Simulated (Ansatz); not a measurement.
**HB–CH₂, triplet: stretch scan**

Starting geometry (PBE0/def2-TZVP stationary point for this spin, not checked as a minimum):

```xyz
5

B     0.0000   -0.1667    0.8218
C     0.0000    0.0690   -0.6707
H     0.0000    0.6438    1.6981
H     0.0000    1.0623   -1.1234
H     0.0000   -0.7400   -1.3974
```

From there C2, H4, H5 move together along the line of the two atoms named below, all else staying in place; atoms are numbered as listed. Energies are in kJ/mol, counted from the starting geometry at the same level. Kohn–Sham curves are unrestricted where that lies lower.

Basis cc-pVDZ; Ansatz 0.2.0. Correlated methods freeze the noble-gas cores. Prefix R: restricted or restricted open-shell reference; prefix U: unrestricted.

Unrestricted rows (U, and Kohn–Sham where it breaks symmetry) aren't spin-pure: their determinants' ⟨S²⟩ exceeds S(S+1) by up to 0.49, so they mix in states of higher spin. A value is left out where its run failed or describes another state than the reference as far as symmetry and spin tell, or, spin-broken singlets apart, can't be checked.

In so small a basis the reference is far from its limit while semilocal and hybrid functionals are nearer theirs (RPA and double hybrids share much of the reference's basis error), so the functionals' errors here hold much of the reference's basis and frozen-core error, which can add to them or hide them.

Full CI isn't at hand for all of this; UCCSDT(Q) serves as the reference, and is uncertain by about the last step of the cluster series.

```
distance B1-C2 (Å)  UCCSDT(Q)    PBE  r2SCAN  B97M-V   PBE0  B3LYP  wB97M-V  B2PLYP  PBE-QIDH  RPA-PBE
             1.217      256.4  234.4   234.6   225.0  231.7  229.9    229.0   236.9     237.5    264.7
             1.358       60.5   52.5    51.7    47.0   50.2   50.1     49.0    52.4      51.7     64.6
             1.511        0.0    0.0     0.0     0.0    0.0    0.0      0.0     0.0       0.0      0.0
             1.692       25.2   29.3    31.4    35.6   33.5   31.8     34.5    31.3      34.2     21.4
             1.853       84.4   89.6    93.9   100.4   98.2   94.1     99.9    94.3     100.7     78.0
             2.125      200.5  206.8   214.8   222.5  223.0  213.6    225.8   216.5     229.7    191.6
             2.404      302.6  313.7   324.0   331.2  335.1  320.3    338.8   328.9     347.7    294.0
             2.775          –  413.8   416.9   420.7  427.4  410.0    425.5   417.0     431.7    382.8
             3.252      409.9  469.6   462.9   461.4  469.6  452.8    453.5   451.4     462.8    414.7
             4.115      411.5  491.5   481.2   477.4  484.4  468.1    460.8   461.8     472.1    408.9
             5.174      411.8      –   483.8   480.7      –  469.8    462.2       –         –        –
```

B97M-V at 5.174 Å lies 68.9 kJ/mol (17 %) above the reference in this basis. r2SCAN at 5.174 Å lies 72.0 kJ/mol (17 %) above the reference in this basis. wB97M-V at 5.174 Å lies 50.4 kJ/mol (12 %) above the reference in this basis. B3LYP at 5.174 Å lies 58.0 kJ/mol (14 %) above the reference in this basis.
